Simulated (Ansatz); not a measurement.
Relaxation of CHMgO (4 atoms, charge 0, multiplicity 2), to a largest force component of 0.02 eV/Å in at most 50 steps.

Level of theory: Ansatz 0.2.0, UKS LDA/def2-SVP.

```xyz
4
Properties=species:S:1:pos:R:3:forces:R:3
O -0.021 0.102 1.414 2.52 1.48 3.44
C -0.970 -0.390 0.953 -1.85 -1.27 -4.94
Mg -0.268 -0.215 -1.110 0.27 0.07 -0.78
H -1.949 -0.852 1.081 -0.94 -0.28 2.28
```

**Question.** Where does it end, and by what steps?

**Answer.** The run converged. After 8 steps the energy has fallen by 0.854 eV; O1 moved furthest, 0.23 Å. Parted: O1–Mg3.

```csv
step,energy less start (eV),largest force component (eV/Å),accepted
0,0.0000,4.938,yes
1,-0.5109,2.926,yes
2,-0.6550,3.431,yes
3,-0.7405,0.952,yes
4,-0.8091,0.556,yes
5,-0.8505,0.127,yes
6,-0.8524,0.090,yes
7,-0.8536,0.072,yes
8,-0.8539,0.014,yes
```

```xyz
4
Properties=species:S:1:pos:R:3
O -0.130 0.059 1.609
C -0.932 -0.382 0.824
Mg -0.232 -0.210 -1.319
H -1.916 -0.823 1.224
```

The run took 9.1 s on 1 thread of Intel(R) Xeon(R) CPU @ 2.60GHz (Ice Lake) (shared host), peak memory 0.15 GiB.
